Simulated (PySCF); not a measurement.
Species: tetrahydroborate, BH₄ (charge -1).
Numbering: `[BH4-:1]` (hydrogens: H2, H3, H4, H5 on B1)

The closed-shell ground state was solved at several levels (PySCF, density fitting, gas phase, non-relativistic). Geometry: PBE0-D3(BJ)/def2-TZVP; no solvent, vibrations or thermal averaging. No diffuse functions stand in pcJ-2 and pcSseg-2, which bears on an anion's orbital energies.

```
         level  basis functions  HOMO (eV)  LUMO (eV)  gap (eV)
  KT3/pcSseg-2               92      -0.68       6.04      6.72
   B3LYP/pcJ-2              147      -1.77       5.83      7.60
   B97-2/pcJ-2              147      -1.69       6.14      7.83
 PBE0/pcSseg-2               92      -1.94       6.74      8.68
B97-2/pcSseg-2               92      -1.69       6.76      8.45
    PBE0/pcJ-2              147      -1.94       6.11      8.05
```

(1) Estimate the row for wB97X-D/pcSseg-2, a basis of 92 functions; the other rows only guide the guess.

(2) Over all these levels, which gives the widest orbital gap and which the narrowest?

(3) In the pcSseg-2 basis, how does the gap go with the fixed share of exact exchange?

## Answers

(1) HOMO -3.92 eV, LUMO 8.26 eV, gap 12.18 eV.

(2) wB97X-D/pcSseg-2 (range-separated hybrid) has the widest, 12.18 eV, and KT3/pcSseg-2 (GGA) the narrowest, 6.72 eV. The two share the basis. From the narrowest to the widest the HOMO moves by -3.24 eV and the LUMO by +2.22 eV.

(3) KT3 (0 %) 6.72 eV; B97-2 (21 %) 8.45 eV; PBE0 (25 %) 8.68 eV. Each rise in the share widens the gap here.
